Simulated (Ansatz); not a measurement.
## Structure relaxation of AlC2

Theory: Ansatz 0.2.0, DFT PBE, scalar-relativistic, plane waves, PAW. Cutoff 420 eV, Γ-centred k mesh, Gaussian smearing, no spin polarisation in the final step.

AlC2 was placed on the sites of a reported Cr2B cell (I4/mcm, No. 140), with Al in place of B, C in place of Cr, at a guessed volume.

```
CELL_PARAMETERS angstrom
-2.63879 2.63879 2.19653
2.63879 -2.63879 2.19653
2.63879 2.63879 -2.19653
ATOMIC_POSITIONS crystal
Al 0.25000 0.25000 0.00000
Al 0.75000 0.75000 0.00000
C 0.66700 0.16700 0.83400
C 0.16700 0.33300 0.50000
C 0.33300 0.83300 0.16600
C 0.83300 0.66700 0.50000
```

Cell and atoms relax at zero pressure; the relaxation can't lower the symmetry of the start. After a coarse first stage the cell is made exact in the group found at 0.06 Å.

The zero of energy is the elements' standard structures at the same level; no fitted shifts are applied.

Question: Which crystal results?

Answer: It keeps I4/mcm (No. 140), but not the shape of the type it started on. Conventional cell: a = 4.655 Å, c = 5.467 Å. Al has 8 C at 2.36 Å; around C lie 1 C at 1.31 Å.

Space group I4/mcm (No. 140). a = 4.655 Å, b = 4.655 Å, c = 5.467 Å, α = 90.00°, β = 90.00°, γ = 90.00°
```
atom site symmetry x y z
  Al    4a       422  0.0000  0.0000  0.2500
   C    8h m.2m  0.0993  0.5993  0.0000
```

Question: What are its volume, energy, density and gap?

Answer: The volume per atom is 9.87 Å³, the density is 2.86 g/cm³ and the energy over the elements is 1.24 eV/atom. The gap on the 12×12×12 mesh is 0 eV (a metal).

The final run used a 12×12×12 mesh on its 6-atom cell and 0.10 eV smearing. For metals, differences of a few meV/atom aren't resolved. Symmetry constrained the relaxation, so the result can be a saddle point.

Cost: 3 runs of about 1.2 core-minutes in all, on Arm Neoverse V1 (shared hosts).